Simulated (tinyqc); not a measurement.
Born-Oppenheimer dynamics on the RHF/sto-6g surface (energies and gradients from PySCF), for H2O, spin multiplicity 1, step by step. Computed by tinyqc, a small Python program that keeps every step (integrals from PySCF). Settings: charge = 0, multiplicity = 1, basis = sto-6g, time step (fs) = 2.0, steps = 24. Command: `OMP_NUM_THREADS=1 python tinyqc.py 27840 27841 out.jsonl` (the two numbers bound the seeds that draw the settings). One thread of a shared host (Intel(R) Xeon(R) Processor @ 2.60GHz), about 4 s of CPU time with the checks.

## Velocity Verlet step 1

positions (bohr), order 1O, 2H, 3H:
$$\begin{pmatrix}
0.0265 & -0.0321 & 0.0057 \\
0.0246 & 1.4305 & 1.1225 \\
0.1228 & -1.5156 & 1.0828
\end{pmatrix}$$

velocities (bohr per atomic time unit), order 1O, 2H, 3H:
$$\begin{pmatrix}
-0.0000572 & 0.0000136 & -0.0000166 \\
-0.0000712 & -0.0000454 & 0.0003334 \\
0.0009798 & -0.0001704 & -0.0000706
\end{pmatrix}$$

gradient (hartree/bohr), order 1O, 2H, 3H:
$$\begin{pmatrix}
0.001854 & -0.003050 & 0.040944 \\
-0.000886 & 0.001581 & -0.019480 \\
-0.000967 & 0.001469 & -0.021464
\end{pmatrix}$$

masses (electron masses): 1O 29156.9464, 2H 1837.1526, 3H 1837.1526

gradient after step 1 (hartree/bohr), order 1O, 2H, 3H:
$$\begin{pmatrix}
0.000171 & 0.001768 & 0.003649 \\
-0.001140 & 0.015039 & -0.002169 \\
0.000969 & -0.016807 & -0.001480
\end{pmatrix}$$

dt = 2 fs = 82.6827 atomic units; x' = x + v dt - g dt^2 / (2m); after the new gradient g', v' = v - (g + g') dt / (2m).

positions after step 1 (bohr), order 1O, 2H, 3H:
$$\begin{pmatrix}
0.0215 & -0.0306 & -0.0005 \\
0.0203 & 1.4238 & 1.1863 \\
0.2056 & -1.5324 & 1.1169
\end{pmatrix}$$

velocities after step 1 (bohr per atomic time unit), order 1O, 2H, 3H:
$$\begin{pmatrix}
-0.0000601 & 0.0000154 & -0.0000798 \\
-0.0000257 & -0.0004194 & 0.0008206 \\
0.0009797 & 0.0001748 & 0.0004458
\end{pmatrix}$$

## Velocity Verlet step 2

gradient after step 2 (hartree/bohr), order 1O, 2H, 3H:
$$\begin{pmatrix}
-0.002010 & 0.002210 & -0.016428 \\
0.000325 & 0.005332 & 0.007693 \\
0.001685 & -0.007542 & 0.008736
\end{pmatrix}$$

As before.

positions after step 2 (bohr), order 1O, 2H, 3H:
$$\begin{pmatrix}
0.0165 & -0.0296 & -0.0075 \\
0.0203 & 1.3612 & 1.2582 \\
0.2848 & -1.4867 & 1.1565
\end{pmatrix}$$

velocities after step 2 (bohr per atomic time unit), order 1O, 2H, 3H:
$$\begin{pmatrix}
-0.0000575 & 0.0000098 & -0.0000617 \\
-0.0000073 & -0.0008778 & 0.0006963 \\
0.0009200 & 0.0007227 & 0.0002825
\end{pmatrix}$$

## Energy conservation

The total energy should stay constant up to terms of order dt^2; the step counts as short enough if it moves by less than 2 % of the largest kinetic energy.

Trajectory:
```
time (fs)  1O-2H (angstrom)  potential (hartree)  kinetic (hartree)  total (hartree)
0.0000               0.9738           -75.679100           0.001076       -75.678024
2.0000               0.9934           -75.680265           0.002022       -75.678243
4.0000               0.9951           -75.680971           0.002589       -75.678382
6.0000               0.9803           -75.679561           0.001487       -75.678074
8.0000               0.9875           -75.679464           0.001278       -75.678186
10.0000              0.9992           -75.680507           0.002271       -75.678236
12.0000              0.9853           -75.680877           0.002454       -75.678423
14.0000              0.9722           -75.679178           0.001181       -75.677997
16.0000              0.9877           -75.679609           0.001432       -75.678177
18.0000              0.9962           -75.680817           0.002505       -75.678312
20.0000              0.9828           -75.680503           0.002210       -75.678293
22.0000              0.9836           -75.679210           0.001124       -75.678086
24.0000              0.9993           -75.679863           0.001714       -75.678149
26.0000              0.9910           -75.681165           0.002722       -75.678442
28.0000              0.9728           -75.679866           0.001753       -75.678112
30.0000              0.9838           -75.679193           0.001070       -75.678123
32.0000              0.9953           -75.680177           0.001983       -75.678194
34.0000              0.9837           -75.681123           0.002705       -75.678418
36.0000              0.9819           -75.679655           0.001526       -75.678128
38.0000              0.9989           -75.679243           0.001185       -75.678058
40.0000              0.9939           -75.680824           0.002465       -75.678359
42.0000              0.9751           -75.680685           0.002417       -75.678268
44.0000              0.9829           -75.679330           0.001197       -75.678133
46.0000              0.9932           -75.679419           0.001340       -75.678080
48.0000              0.9827           -75.681060           0.002661       -75.678398
```

The total energy moves within 4.4e-04 hartree; that is over 2 % of the largest kinetic energy, so the time step is too long.
